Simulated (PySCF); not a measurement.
Atoms are numbered as in `[N:1]#[C:2][C-:3]([F:4])[Cl:5]`.

Geometry: GFN2-xTB; GIAO shifts from PySCF, gas phase, non-relativistic, averaged over equivalent atoms.

At PBE0/pcSseg-1 (92 basis functions, 5.6 s wall time on 1 thread of an Arm Neoverse V1, shared host):
```json
{"atoms": "N1", "δ (ppm)": "363.7"}
{"atoms": "C3", "δ (ppm)": "164.7"}
{"atoms": "C2", "δ (ppm)": "137.9"}
{"atoms": "F4", "δ (ppm)": "-223.5"}
```

Referencing at the same level of theory: NH3 for 15N (σref 267.73); 13C (σref 186.93) against TMS; 19F (σref 170.95) vs CFCl3.

**Question.** Estimate the result of repeating the calculation with BLYP/cc-pVTZ.

**Answer.** 
| atoms | δ at BLYP/cc-pVTZ | change |
| --- | --- | --- |
| N1 | 350.0 | -13.7 |
| C3 | 166.8 | +2.1 |
| C2 | 140.0 | +2.1 |
| F4 | -217.2 | +6.3 |

Chemical shifts δ = σref − σ; 15N (265.66 ppm) against NH3; 13C (181.76 ppm) against TMS; 19F (145.05 ppm) against CFCl3, all at this level.

The largest change is at N1 (nitrile nitrogen). Cost: 154 basis functions, 12 s wall time on 1 thread of an Arm Neoverse V1, shared host.

Carbons that carry Cl, above all several Cl atoms, come out too deshielded, partly because spin–orbit coupling is missing. Unscaled 19F shifts against computed CFCl3 carry errors that often reach 10 to 50 ppm. Experimental scales use liquid or dissolved standards, which lie at an offset from isolated NH3 (liquid NH3: subtract about 20 ppm). Unscaled 15N shifts of sp2 nitrogen often come out too high even then, by a few to some tens of ppm.
